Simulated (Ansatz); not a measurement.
This Ansatz (a quantum-chemistry and plane-wave program) input (r2SCAN/aug-cc-pVTZ) gives -116.61899 Eh with 230 basis functions. A basis named .json is the Basis Set Exchange file of that set (core-valence sets with the plain set on hydrogen).

Ansatz 0.2 input:
```yaml
crystal:
  periodic: [false, false, false]
  atoms:
    - {symbol: C, position_ang: [-0.00105023, -0.00044593, 0.21807837]}
    - {symbol: C, position_ang: [-0.00682676, -0.00289863, 1.41756777]}
    - {symbol: C, position_ang: [0.00595226, 0.00252732, -1.23597935]}
    - {symbol: H, position_ang: [-0.01194066, -0.00506999, 2.47946412]}
    - {symbol: H, position_ang: [0.01516829, 1.02317495, -1.62370089]}
    - {symbol: H, position_ang: [0.88736845, -0.51296496, -1.62264162]}
    - {symbol: H, position_ang: [-0.87904773, -0.50023658, -1.63112234]}
basis:
  gaussian:
    orbitals: aug-cc-pVTZ
    final_grid: {core_spheres: 4, valence_spheres: 3, degree: 11}
hamiltonian:
  xc: {name: r2SCAN}
magnetization: {spin_polarized: false}
```

Change:
```diff
- final_grid: {core_spheres: 4, valence_spheres: 3, degree: 11}
+ fitting: {mean_field: cc-pVQZ-JKFIT.json}
```

Task: What does the run give now?

Result: -116.62000 Eh (r2SCAN/aug-cc-pVTZ, 230 functions), a change of -1.01 mEh.
